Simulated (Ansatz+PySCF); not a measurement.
Two shapes of triplet C₂H₄.

Shape 1:

```xyz
6

C     0.0000    0.0000   -0.7234
C     0.0000    0.0000    0.7234
H     0.0000   -0.9325   -1.3026
H     0.0000    0.9325   -1.3026
H    -0.9325    0.0000    1.3026
H     0.9325    0.0000    1.3026
```

Shape 2:

```xyz
6

C     0.0000    0.0000   -0.7812
C     0.0000    0.0000    0.7812
H     0.0000   -1.0071   -1.4068
H     0.0000    1.0071   -1.4068
H    -1.0071    0.0000    1.4068
H     1.0071    0.0000    1.4068
```

Basis set: def2-SVP (spherical functions). Correlated methods keep 2 orbitals frozen. Correlation on ROHF uses semicanonical orbitals with singles. Charge 0, multiplicity 3.

Computed with Ansatz (development build ahead of 0.2.0); each method stands on the lowest determinant of its kind that the runs found.

Task: Which shape is lower in energy, and by how much in each method?

Result:

```tsv
method	E(2) − E(1) (eV)
ROHF	0.816
UHF	0.791
ROHF-MP2	0.719
ROHF-CCSD	0.651
UHF-CCSD	0.651
```

Shape 1 is lower. Caution: another spin multiplicity may lie lower.
